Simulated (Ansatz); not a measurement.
**SiNH3 (SMILES [N][SiH3]): U-wB97X/STO-3G**

What is the vertical ionisation energy of SiNH3 at U-wB97X/STO-3G? 

The results are computed with Ansatz 0.2.0.

51 further runs of the same task are left out: 5 that didn't finish, 46 set aside as unsound or not needed.

## Step 1: The molecule

SiNH3 has 5 atoms, charge 0, and is taken as a triplet. SMILES: `[N][SiH3]`. The shape is that of a GFN2-xTB optimisation.

Bond lengths: N1–Si2 1.655 Å, Si2–H3 1.476 Å, Si2–H4 1.476 Å, Si2–H5 1.476 Å. Angles: N1–Si2–H3 111.3°, N1–Si2–H4 111.1°, N1–Si2–H5 111.1°, H3–Si2–H4 107.7°, H3–Si2–H5 107.7°, H4–Si2–H5 107.7°.

## Step 2: The energy at U-wB97X/STO-3G

input.yaml reads:

```yaml
crystal:
  periodic: [false, false, false]
  atoms:
    - symbol: "N"
      position_ang: [-1.536630, 0.334330, 0.479510]
    - symbol: Si
      position_ang: [0.010240, -0.002340, -0.003820]
    - symbol: H
      position_ang: [0.064950, -0.313200, -1.445390]
    - symbol: H
      position_ang: [0.555100, -1.162980, 0.727210]
    - symbol: H
      position_ang: [0.906340, 1.144190, 0.242490]
basis:
  gaussian: {orbitals: STO-3G}
accuracy: high
magnetization: {spin_polarized: true, initial_magnetization: 2}
hamiltonian: {xc: {name: wB97X}}
```

Run with:

```sh
$ ansatz run input.yaml --threads 1 --pin off --max-ram 2610MiB --events-out events.jsonl --progress --plain --runs-dir runs
```

The program printed:

```text
Warning: RAYON_NUM_THREADS=1 ignored (pool sized by the plan → 1); use --threads N
Functional definition: wB97X
  name "wB97X"
  parameter omega = 0.3/bohr
  parameter cx = 0.157706
  parameter cx1 = 0.726479
  parameter cx2 = 1.04760
  parameter cx3 = -5.70635
  parameter cx4 = 13.2794
  parameter css1 = -4.33879
  parameter css2 = 18.2308
  parameter css3 = -31.7430
  parameter css4 = 17.2901
  parameter cos1 = 2.37031
  parameter cos2 = -11.3995
  parameter cos3 = 6.58405
  parameter cos4 = -3.78132
  exchange = spin_sum(e_x_unif_sr(omega)*poly(b97_u_x, 1 - cx, cx1, cx2, cx3, cx4)) + cx*exact_x_sr(omega)
      + exact_x_lr(omega)
  correlation = spin_sum(e_c_pw_same_spin*poly(b97_u_same, 1, css1, css2, css3, css4))
      + integral(e_c_pw_opposite_spin*poly(b97_u_opposite, 1, cos1, cos2, cos3, cos4))
291 factors; integrals over basis functions are off by at most 1.1e-8 eV
133 factors; integrals over basis functions are off by at most 8.3e-10 eV
mean field evaluation 1: about -9300.2801 eV, gradient 1.1e1 eV
mean field evaluation 2: about -9301.4231 eV, gradient 4.3e0 eV
mean field evaluation 4: about -9301.5847 eV, gradient 1.7e-1 eV
mean field evaluation 8: about -9301.5486 eV, gradient 2.9e-3 eV
mean field evaluation 16: about -9301.5486 eV, gradient 6.3e-6 eV
mean field -9301.54855325 eV, -341.8256045161 hartree, gradient 1.1e-8 eV, S^2 2.006816; 0 other end points of the search recorded, 0 dependent functions left out
reference -9301.54855180 eV, -341.8256044628 hartree; 13, 11 occupied and 4, 6 virtual orbitals, 291 factors
Total energy: -9301.54855180 eV, -341.8256044628 hartree
```

Wall time 8.4 s (1 thread of Arm Neoverse V1, shared host); peak memory 0.37 GiB.

## Step 3: The doublet cation at the same level

job.yaml reads:

```yaml
crystal:
  periodic: [false, false, false]
  atoms:
    - symbol: N
      position_ang: [-1.536630, 0.334330, 0.479510]
    - symbol: Si
      position_ang: [0.010240, -0.002340, -0.003820]
    - symbol: H
      position_ang: [0.064950, -0.313200, -1.445390]
    - symbol: H
      position_ang: [0.555100, -1.162980, 0.727210]
    - symbol: H
      position_ang: [0.906340, 1.144190, 0.242490]
basis:
  gaussian:
    orbitals: STO-3G
total_charge: 1
magnetization:
  spin_polarized: true
  initial_magnetization: 1
hamiltonian:
  xc: {name: wB97X}
accuracy: high
```

Run with:

```sh
$ ansatz run job.yaml --threads 1 --pin off --max-ram 2610MiB --events-out events.jsonl --progress --plain --runs-dir runs
```

The program printed, cut to the lines that bear on the results:

```text
Warning: RAYON_NUM_THREADS=1 ignored (pool sized by the plan → 1); use --threads N
[... 2 set-up lines as earlier in the session ...]
[...]
      + exact_x_lr(omega)
[...]
      + integral(e_c_pw_opposite_spin*poly(b97_u_opposite, 1, cos1, cos2, cos3, cos4))
291 factors; integrals over basis functions are off by at most 1.1e-8 eV
133 factors; integrals over basis functions are off by at most 8.3e-10 eV
[...]
mean field -9291.90967266 eV, -341.4713821875 hartree, gradient 1.6e-8 eV, S^2 1.263948; 4 other end points of the search recorded, 0 dependent functions left out
reference -9291.90967123 eV, -341.4713821351 hartree; 12, 11 occupied and 5, 6 virtual orbitals, 291 factors
Total energy: -9291.90967123 eV, -341.4713821351 hartree
```

Run time: 15 s. Hardware: 1 thread of Arm Neoverse V1, shared host; peak memory 0.37 GiB.

## Step 4: What came out

At U-wB97X/STO-3G:

| quantity | value |
| --- | --- |
| triplet SiNH3: total energy | -341.82560 Eh |
| triplet SiNH3: ⟨S²⟩ | 2.007 |
| doublet cation: total energy | -341.47138 Eh |
| doublet cation: ⟨S²⟩ | 1.264 |
| vertical ionisation energy (to the doublet cation) | 9.639 eV |

**Reading.** The vertical ionisation energy comes to 9.64 eV (930 kJ/mol). In a minimal basis such a difference can be off by several eV, whatever the method. ⟨S²⟩ (doublet cation) is 1.26 where a pure doublet has 0.75: the reference is spin-contaminated.
